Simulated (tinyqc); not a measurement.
Worked calculation (part 2 of 2): UHF in the sto-6g basis, for CH2, spin multiplicity 3. Computed by tinyqc, a small Python program that keeps every step (integrals from PySCF). Command: `OMP_NUM_THREADS=1 python tinyqc.py 29510 29511 out.jsonl` (the two numbers bound the seeds that draw the settings). One thread of a shared host (Intel(R) Xeon(R) Processor @ 2.60GHz), about 0.2 s of CPU time with the checks.

Geometry (angstrom):
```
atom       x        y       z
C     0.0000   0.0000  0.0000
H     0.0000   1.0570  0.7960
H     0.0000  -1.0570  0.7960
```

## Iteration 2: diagonalisation and new density

extrapolated F(alpha) (hartree), lower triangle:
```
           1C 1s    1C 2s   1C 2px   1C 2py   1C 2pz    2H 1s    3H 1s
1C 1s   -12.8539
1C 2s    -3.0797  -1.7707
1C 2px    0.0000   0.0000  -0.9275
1C 2py    0.0000   0.0000   0.0000  -0.9699
1C 2pz   -0.0177   0.0576   0.0000   0.0000  -0.8059
2H 1s    -0.4869  -0.5040   0.0000  -0.3128  -0.1960  -0.3428
3H 1s    -0.4869  -0.5040   0.0000   0.3128  -0.1960  -0.1161  -0.3428
```

extrapolated F(beta) (hartree), lower triangle:
```
           1C 1s    1C 2s   1C 2px   1C 2py   1C 2pz    2H 1s    3H 1s
1C 1s   -12.8090
1C 2s    -3.0135  -1.4909
1C 2px    0.0000   0.0000  -0.2157
1C 2py    0.0000   0.0000   0.0000  -0.2514
1C 2pz   -0.0180   0.0537   0.0000   0.0000  -0.7324
2H 1s    -0.4733  -0.4330   0.0000  -0.1797  -0.1873  -0.2901
3H 1s    -0.4733  -0.4330   0.0000   0.1797  -0.1873  -0.1225  -0.2901
```

X, lower triangle:
```
          1C 1s    1C 2s  1C 2px   1C 2py   1C 2pz    2H 1s   3H 1s
1C 1s    1.0250
1C 2s   -0.1405   1.1556
1C 2px   0.0000   0.0000  1.0000
1C 2py   0.0000   0.0000  0.0000   1.0890
1C 2pz  -0.0086   0.0806  0.0000   0.0000   1.0490
2H 1s    0.0200  -0.2260  0.0000  -0.1894  -0.1381   1.1339
3H 1s    0.0200  -0.2260  0.0000   0.1894  -0.1381  -0.0173  1.1339
```

Diagonalise F' = X^T F X, C = X C', fill 5 alpha and 3 beta electrons from the bottom; D(s) = C_occ C_occ^T. Each column has its largest component positive (the first on a tie).

F' = X^T F X (alpha) (hartree), lower triangle:
```
          1        2        3        4        5        6        7
1  -12.6855
2   -1.3964  -1.1804
3    0.0000   0.0000  -0.9275
4    0.0000   0.0000   0.0000  -0.9084
5   -0.0346   0.1167   0.0000   0.0000  -0.7689
6   -0.0759  -0.2071   0.0000  -0.1651  -0.1101  -0.1210
7   -0.0759  -0.2071   0.0000   0.1651  -0.1101  -0.0238  -0.1210
```

orbital energies (alpha) (hartree): MO1 -12.8542, MO2 -1.1111, MO3 -0.9709, MO4 -0.9275, MO5 -0.7972, MO6 -0.0348, MO7 -0.0172

coefficients C (alpha):
```
            MO1      MO2      MO3     MO4      MO5      MO6      MO7
1C 1s    1.0012  -0.2409   0.0000  0.0000  -0.0447   0.0000   0.0935
1C 2s   -0.0054   1.0073   0.0000  0.0000   0.1609   0.0000  -0.6504
1C 2px   0.0000   0.0000   0.0000  1.0000   0.0000   0.0000   0.0000
1C 2py   0.0000   0.0000   0.9829  0.0000   0.0000  -0.5400   0.0000
1C 2pz   0.0008  -0.2050   0.0000  0.0000   0.9471   0.0000  -0.4540
2H 1s    0.0015   0.0026   0.0273  0.0000   0.0636   0.8353   0.8306
3H 1s    0.0015   0.0026  -0.0273  0.0000   0.0636  -0.8353   0.8306
```

F' = X^T F X (beta) (hartree), lower triangle:
```
          1        2        3        4        5        6        7
1  -12.6515
2   -1.3676  -0.8959
3    0.0000   0.0000  -0.2157
4    0.0000   0.0000   0.0000  -0.1619
5   -0.0338   0.1169   0.0000   0.0000  -0.6933
6   -0.0769  -0.1906   0.0000  -0.1497  -0.1107  -0.1084
7   -0.0769  -0.1906   0.0000   0.1497  -0.1107  -0.0249  -0.1084
```

orbital energies (beta) (hartree): MO1 -12.8100, MO2 -0.8602, MO3 -0.7154, MO4 -0.3381, MO5 -0.2157, MO6 0.0118, MO7 0.0927

coefficients C (beta):
```
            MO1      MO2      MO3      MO4     MO5      MO6      MO7
1C 1s    1.0024  -0.2170  -0.0873   0.0000  0.0000   0.1075   0.0000
1C 2s   -0.0109   0.9180   0.3340   0.0000  0.0000  -0.7137   0.0000
1C 2px   0.0000   0.0000   0.0000   0.0000  1.0000   0.0000   0.0000
1C 2py   0.0000   0.0000   0.0000   0.6660  0.0000   0.0000   0.9023
1C 2pz   0.0004  -0.4206   0.8613   0.0000  0.0000  -0.4759   0.0000
2H 1s    0.0024   0.0304   0.1028   0.3749  0.0000   0.8261  -0.7470
3H 1s    0.0024   0.0304   0.1028  -0.3749  0.0000   0.8261   0.7470
```

D(alpha) after iteration 2, lower triangle:
```
          1C 1s    1C 2s  1C 2px   1C 2py  1C 2pz   2H 1s   3H 1s
1C 1s    1.0624
1C 2s   -0.2552   1.0406
1C 2px   0.0000   0.0000  1.0000
1C 2py   0.0000   0.0000  0.0000   0.9661
1C 2pz   0.0078  -0.0541  0.0000   0.0000  0.9391
2H 1s   -0.0020   0.0129  0.0000   0.0268  0.0597  0.0048
3H 1s   -0.0020   0.0129  0.0000  -0.0268  0.0597  0.0033  0.0048
```

D(beta) after iteration 2, lower triangle:
```
          1C 1s    1C 2s  1C 2px  1C 2py  1C 2pz   2H 1s   3H 1s
1C 1s    1.0596
1C 2s   -0.2393   0.9543
1C 2px   0.0000   0.0000  0.0000
1C 2py   0.0000   0.0000  0.0000  0.0000
1C 2pz   0.0166  -0.0984  0.0000  0.0000  0.9187
2H 1s   -0.0131   0.0622  0.0000  0.0000  0.0757  0.0115
3H 1s   -0.0131   0.0622  0.0000  0.0000  0.0757  0.0115  0.0115
```

## Iteration 20 (converged): orbitals

converged F(alpha) (hartree), lower triangle:
```
           1C 1s    1C 2s   1C 2px   1C 2py   1C 2pz    2H 1s    3H 1s
1C 1s   -11.1535
1C 2s    -2.8765  -1.4862
1C 2px    0.0000   0.0000  -0.3644
1C 2py    0.0000   0.0000   0.0000  -0.1998
1C 2pz   -0.0024   0.0484   0.0000   0.0000  -0.2802
2H 1s    -0.4545  -0.5255   0.0000  -0.3078  -0.2362  -0.2922
3H 1s    -0.4545  -0.5255   0.0000   0.3078  -0.2362  -0.1334  -0.2922
```

converged F(beta) (hartree), lower triangle:
```
           1C 1s    1C 2s  1C 2px   1C 2py   1C 2pz    2H 1s    3H 1s
1C 1s   -11.0917
1C 2s    -2.8228  -1.0715
1C 2px    0.0000   0.0000  0.3840
1C 2py    0.0000   0.0000  0.0000  -0.0160
1C 2pz   -0.0047  -0.2165  0.0000   0.0000   0.2673
2H 1s    -0.4433  -0.4944  0.0000  -0.2949  -0.1907  -0.3164
3H 1s    -0.4433  -0.4944  0.0000   0.2949  -0.1907  -0.1112  -0.3164
```

As before.

F' = X^T F X (alpha) (hartree), lower triangle:
```
          1        2        3        4        5        6       7
1  -10.9494
2   -1.4599  -0.7987
3    0.0000   0.0000  -0.3644
4    0.0000   0.0000   0.0000   0.0057
5   -0.0347   0.2031   0.0000   0.0000  -0.1647
6   -0.0393  -0.3287   0.0000  -0.3322  -0.2460   0.0175
7   -0.0393  -0.3287   0.0000   0.3322  -0.2460  -0.0260  0.0175
```

orbital energies (alpha) (hartree): MO1 -11.1565, MO2 -0.8395, MO3 -0.4455, MO4 -0.4141, MO5 -0.3644, MO6 0.4887, MO7 0.4948

coefficients C (alpha):
```
            MO1      MO2      MO3      MO4     MO5      MO6      MO7
1C 1s    0.9954  -0.2411   0.0000   0.0640  0.0000  -0.1343   0.0000
1C 2s    0.0193   0.8757   0.0000  -0.3462  0.0000   0.7594   0.0000
1C 2px   0.0000   0.0000   0.0000   0.0000  1.0000   0.0000   0.0000
1C 2py   0.0000   0.0000   0.5999   0.0000  0.0000   0.0000   0.9475
1C 2pz   0.0016  -0.0494   0.0000   0.7806  0.0000   0.7304   0.0000
2H 1s   -0.0035   0.1737   0.4273   0.3095  0.0000  -0.7536  -0.7183
3H 1s   -0.0035   0.1737  -0.4273   0.3095  0.0000  -0.7536   0.7183
```

F' = X^T F X (beta) (hartree), lower triangle:
```
          1        2       3        4        5        6        7
1  -10.8917
2   -1.4678  -0.3413
3    0.0000   0.0000  0.3840
4    0.0000   0.0000  0.0000   0.2097
5   -0.0035  -0.0689  0.0000   0.0000   0.3679
6   -0.0353  -0.3444  0.0000  -0.3429  -0.2070  -0.0281
7   -0.0353  -0.3444  0.0000   0.3429  -0.2070  -0.0121  -0.0281
```

orbital energies (beta) (hartree): MO1 -11.0934, MO2 -0.6310, MO3 -0.4010, MO4 0.2412, MO5 0.3840, MO6 0.5777, MO7 0.5947

coefficients C (beta):
```
            MO1      MO2      MO3      MO4     MO5      MO6      MO7
1C 1s    0.9966  -0.1831   0.0000  -0.1800  0.0000  -0.1092   0.0000
1C 2s    0.0144   0.6091   0.0000   0.8323  0.0000   0.6324   0.0000
1C 2px   0.0000   0.0000   0.0000   0.0000  1.0000   0.0000   0.0000
1C 2py   0.0000   0.0000   0.4675   0.0000  0.0000   0.0000   1.0194
1C 2pz   0.0018   0.1814   0.0000  -0.5340  0.0000   0.9095   0.0000
2H 1s   -0.0028   0.3447   0.5197  -0.3931  0.0000  -0.6485  -0.6545
3H 1s   -0.0028   0.3447  -0.5197  -0.3931  0.0000  -0.6485   0.6545
```

D(alpha) after iteration 20, lower triangle:
```
          1C 1s    1C 2s  1C 2px   1C 2py  1C 2pz    2H 1s   3H 1s
1C 1s    1.0531
1C 2s   -0.2141   0.8870
1C 2px   0.0000   0.0000  1.0000
1C 2py   0.0000   0.0000  0.0000   0.3599
1C 2pz   0.0635  -0.3134  0.0000   0.0000  0.6117
2H 1s   -0.0255   0.0449  0.0000   0.2563  0.2330   0.3086
3H 1s   -0.0255   0.0449  0.0000  -0.2563  0.2330  -0.0566  0.3086
```

D(beta) after iteration 20, lower triangle:
```
          1C 1s   1C 2s  1C 2px   1C 2py  1C 2pz    2H 1s   3H 1s
1C 1s    1.0268
1C 2s   -0.0972  0.3712
1C 2px   0.0000  0.0000  0.0000
1C 2py   0.0000  0.0000  0.0000   0.2185
1C 2pz  -0.0314  0.1105  0.0000   0.0000  0.0329
2H 1s   -0.0659  0.2099  0.0000   0.2430  0.0625   0.3889
3H 1s   -0.0659  0.2099  0.0000  -0.2430  0.0625  -0.1513  0.3889
```

## Convergence

Stop when the energy changes by less than 1e-10 hartree and every element of the error matrix X^T (F D S - S D F) X (for each spin) is below 3e-06.

Course of the cycle:
```
iteration  E (hartree)     change  largest element of the error matrix
1           -12.220709          -                             1.71e-01
2           -37.576163  -2.54e+01                             2.55e-01
3           -37.838697  -2.63e-01                             2.59e-01
4           -37.689306   1.49e-01                             2.59e-01
5           -37.691999  -2.69e-03                             2.59e-01
6           -37.650262   4.17e-02                             2.50e-01
7           -37.612717   3.75e-02                             2.53e-01
8           -37.681904  -6.92e-02                             2.58e-01
9           -37.608120   7.38e-02                             2.62e-01
10          -38.693245  -1.09e+00                             1.12e-01
11          -38.719731  -2.65e-02                             6.87e-02
12          -38.736648  -1.69e-02                             2.15e-02
13          -38.738101  -1.45e-03                             1.30e-02
14          -38.739619  -1.52e-03                             4.21e-03
15          -38.739921  -3.02e-04                             1.31e-03
16          -38.739936  -1.44e-05                             8.51e-04
17          -38.739942  -6.43e-06                             3.01e-04
18          -38.739943  -6.82e-07                             1.19e-05
19          -38.739943  -1.68e-09                             1.19e-06
20          -38.739943  -2.20e-11                             1.36e-08
```

PySCF UHF in the same basis, after a stability check = -38.739943 hartree

Converged in 20 iterations.

## Populations, bond orders and dipole

overlap S, lower triangle:
```
         1C 1s   1C 2s  1C 2px   1C 2py  1C 2pz   2H 1s   3H 1s
1C 1s   1.0000
1C 2s   0.2432  1.0000
1C 2px  0.0000  0.0000  1.0000
1C 2py  0.0000  0.0000  0.0000   1.0000
1C 2pz  0.0000  0.0000  0.0000   0.0000  1.0000
2H 1s   0.0379  0.3667  0.0000   0.3037  0.2287  1.0000
3H 1s   0.0379  0.3667  0.0000  -0.3037  0.2287  0.0997  1.0000
```

Mulliken: Z minus the diagonal of D S on the atom; Loewdin: the same with S^(1/2) D S^(1/2); Mayer order: 2 sum_s sum (D(s) S)_ij (D(s) S)_ji over the two atoms.

Charges (e):
```
atom  Mulliken   Loewdin  Mulliken spin
1C     -0.0281   -0.0009         2.1736
2H      0.0141  4.38e-04        -0.0868
3H      0.0141  4.38e-04        -0.0868
```

Mayer bond orders:
```
pair   order
2-1   0.9708
3-1   0.9708
3-2   0.0215
```

dipole moment about the origin, x y z (debye): 0.0000  0.0000  0.1189

<S^2> of the determinant (pure state: 2) = 2.0262
